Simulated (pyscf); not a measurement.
HO–AlH₂ + F–SnH₃ → H₂Al–O–SnH₃ + HF (four-centre exchange; singlet surface; H–O, F–Sn broken, O–Sn, F–H formed). Optimised with ωB97X-D3(BJ)/def2-SVP in PySCF. Energies in kcal/mol from the separated reactants.

| level | barrier | reaction energy |
|---|---|---|
| ωB97X-D3(BJ)/def2-TZVP | 5.2 | +6.0 |
| PBE/def2-TZVP | 5.1 | +8.7 |
| r²SCAN/def2-TZVP | 4.2 | +8.0 |
| B3LYP-D3(BJ)/def2-TZVP | 6.0 | +7.5 |
| PBE0-D3(BJ)/def2-TZVP | 4.9 | +6.8 |
| M06-2X/def2-TZVP | 4.1 | +6.3 |

On the reactant side the descent ends in a complex (not fully relaxed), 7.6 kcal/mol under the separated species and 12.7 kcal/mol under the saddle at ωB97X-D3(BJ)/def2-TZVP. On the product side the descent ends in a bound adduct, 11.1 kcal/mol under the separated species and 10.2 kcal/mol under the saddle at ωB97X-D3(BJ)/def2-TZVP. At ωB97X-D3(BJ)/def2-TZVP, PBE, r²SCAN, B3LYP-D3(BJ), PBE0-D3(BJ), M06-2X the saddle lies under the separated products, which points to a path from their complex (located at ωB97X-D3(BJ) alone), and parting the products costs more than the saddle. One saddle was located; it need not be the lowest between these sides. Elements past Kr carry the def2 core potentials, without spin-orbit coupling.
